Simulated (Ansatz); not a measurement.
Geometry optimisation, RKS B3LYP-D4/def2-SVP in Ansatz.

The input (input.yaml):

```yaml
crystal:
  periodic: [false, false, false]
  atoms:
    - { symbol: Al, position_ang: [0.010901, 0.219673, 0.140378] }
    - { symbol: C, position_ang: [0.000193, 0.143323, 2.110637] }
    - { symbol: H, position_ang: [-0.970793, -0.175261, 2.530972] }
    - { symbol: H, position_ang: [0.802197, -0.495267, 2.526291] }
    - { symbol: H, position_ang: [0.191808, 1.148934, 2.530884] }
    - { symbol: H, position_ang: [1.401085, 0.187421, -0.623059] }
    - { symbol: H, position_ang: [-1.345161, 0.475777, -0.640976] }
    - { symbol: F, position_ang: [-0.293179, -2.53835, 0.905972] }
    - { symbol: H, position_ang: [-0.22745, -2.12595, 1.734101] }
basis:
  gaussian: { orbitals: def2-SVP }
hamiltonian:
  xc: b3lyp
  dispersion: d4
relax:
  f_tol: 0.03
  max_steps: 50
output:
  orbitals: {}
```

Command:

```bash
$ ansatz run input.yaml --threads 1 --pin off --max-ram 2048MiB --backend cpu --events-out ev --progress --plain --runs-dir out
```

Q: Where does it end, and by what steps?

A: The run converged. After 7 steps the energy has fallen by 0.276 eV; F8 moved furthest, 0.57 Å. Joined: Al1–F8 (2.88 → 2.11 Å).

```tsv
step	energy less start (eV)	largest force component (eV/Å)	accepted
0	0.0000	0.327	yes
1	-0.0776	1.060	yes
2	-0.1970	1.110	yes
3	-0.2521	0.386	yes
4	-0.2644	0.292	yes
5	-0.2726	0.091	yes
6	-0.2749	0.049	yes
7	-0.2756	0.024	yes
```

```xyz
9
Properties=species:S:1:pos:R:3
Al -0.013 -0.046 0.235
C 0.007 0.173 2.210
H -0.943 -0.099 2.705
H 0.826 -0.370 2.720
H 0.172 1.238 2.458
H 1.378 -0.036 -0.536
H -1.359 0.281 -0.545
F -0.253 -2.125 0.516
H -0.246 -2.174 1.453
```

Whether the end is a true minimum wasn't checked by a vibrational analysis.

Run time: 23 s on 1 thread of Arm Neoverse V1, on a shared host, peak memory 0.14 GiB.
